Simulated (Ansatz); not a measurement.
# NH2 (SMILES [NH2]): UBHLYP/6-31G(d) (spherical functions)

Aim: the energy change on altering one bond length of NH2 at UBHLYP/6-31G* (spherical functions), from 2 runs. 

Program for the calculation: Ansatz 0.2.0.

48 further runs of the same task are left out: 48 set aside as unsound or not needed.

## (1) Starting point

The species is NH2 (3 atoms), meant as a doublet with charge 0. SMILES: `[NH2]`. The coordinates come from a GFN2-xTB relaxation.

Bond lengths: N1–H2 1.014 Å, N1–H3 1.014 Å. Angles: H2–N1–H3 110.0°.

## (2) A single-point energy at UBHLYP/6-31G(d) (spherical functions)

Input file input.yaml:

```yaml
crystal:
  periodic: [false, false, false]
  atoms:
    - {symbol: "N", position_ang: [0.307180, -0.182210, 0.151440]}
    - {symbol: H, position_ang: [0.155580, 0.820260, 0.174790]}
    - {symbol: H, position_ang: [-0.462760, -0.638040, -0.326220]}
basis:
  gaussian:
    orbitals: 6-31G_st_-spherical.json
hamiltonian:
  xc: {name: BHLYP}
magnetization:
  spin_polarized: true
  initial_magnetization: 1
accuracy: high
```

The basis set 6-31G* is read from a file made from the Basis Set Exchange's data (not shown).

Launch:

```console
$ ansatz run input.yaml --threads 1 --pin off --max-ram 2610MiB --events-out events.jsonl --progress --plain --runs-dir runs
```

Standard output:

```text
Warning: RAYON_NUM_THREADS=1 ignored (pool sized by the plan → 1); use --threads N
Functional definition: BHLYP
  name "BHLYP"
  parameter a = 0.5
  exchange = (1 - a)*b88_x + a*exact_x
  correlation = lyp_c
330 factors; integrals over basis functions are off by at most 4.2e-9 eV
mean field evaluation 1: about -1518.2736 eV, gradient 1.7e1 eV
mean field evaluation 2: about -1518.7982 eV, gradient 1.2e1 eV
mean field evaluation 4: about -1519.4541 eV, gradient 1.2e-1 eV
mean field evaluation 8: about -1519.4521 eV, gradient 1.8e-3 eV
mean field evaluation 16: about -1519.4521 eV, gradient 1.5e-7 eV
mean field -1519.45208325 eV, -55.8388341377 hartree, gradient 2.2e-8 eV, S^2 0.753613; 0 other end points of the search recorded, 0 dependent functions left out
reference -1519.45209607 eV, -55.8388346088 hartree; 5, 4 occupied and 13, 14 virtual orbitals, 330 factors
Total energy: -1519.45209607 eV, -55.8388346088 hartree
```

Run time: 0.7 s. Hardware: 1 thread of Arm Neoverse V1, shared host.

## (3) The distorted shape at the same level

Input file input.yaml:

```yaml
crystal:
  periodic: [false, false, false]
  atoms:
    - symbol: "N"
      position_ang: [0.345084, -0.432856, 0.145602]
    - symbol: H
      position_ang: [0.155580, 0.820260, 0.174790]
    - symbol: H
      position_ang: [-0.424856, -0.888686, -0.332058]
basis:
  gaussian: {orbitals: 6-31G_st_-spherical.json}
total_charge: 0
magnetization: {spin_polarized: true, initial_magnetization: 1}
hamiltonian: {xc: {name: BHLYP}}
accuracy: high
```

The basis set 6-31G* is read from a file made from the Basis Set Exchange's data (not shown).

Launch:

```console
$ ansatz run input.yaml --threads 1 --pin off --max-ram 2610MiB --events-out events.jsonl --progress --plain --runs-dir runs
```

Standard output:

```text
Warning: RAYON_NUM_THREADS=1 ignored (pool sized by the plan → 1); use --threads N
Functional definition: BHLYP
  name "BHLYP"
  parameter a = 0.5
  exchange = (1 - a)*b88_x + a*exact_x
  correlation = lyp_c
333 factors; integrals over basis functions are off by at most 4.4e-9 eV
mean field evaluation 1: about -1517.4011 eV, gradient 1.6e1 eV
mean field evaluation 2: about -1517.7299 eV, gradient 1.4e1 eV
mean field evaluation 4: about -1518.6077 eV, gradient 1.9e-1 eV
mean field evaluation 8: about -1518.6058 eV, gradient 9.4e-3 eV
mean field evaluation 16: about -1518.6058 eV, gradient 1.9e-6 eV
mean field -1518.60576967 eV, -55.8077326874 hartree, gradient 1.4e-8 eV, S^2 0.756248; 0 other end points of the search recorded, 0 dependent functions left out
reference -1518.60578252 eV, -55.8077331597 hartree; 5, 4 occupied and 13, 14 virtual orbitals, 333 factors
Total energy: -1518.60578252 eV, -55.8077331597 hartree
```

It took 0.77 s on 1 thread of Arm Neoverse V1, shared host.

## (4) Outcome

At UBHLYP/6-31G* (spherical functions):

| quantity | value |
| --- | --- |
| first shape: total energy | -55.83883 Eh |
| first shape: ⟨S²⟩ | 0.754 |
| distorted shape: total energy | -55.80773 Eh |
| distorted shape: ⟨S²⟩ | 0.756 |
| energy change with the N1–H2 bond stretched from 1.014 to 1.268 Å | 0.846 eV |

In words: With the N1–H2 bond stretched from 1.014 to 1.268 Å the energy rises by 0.85 eV (19.5 kcal/mol). The first shape isn't relaxed at this level, so the change isn't measured from a minimum.
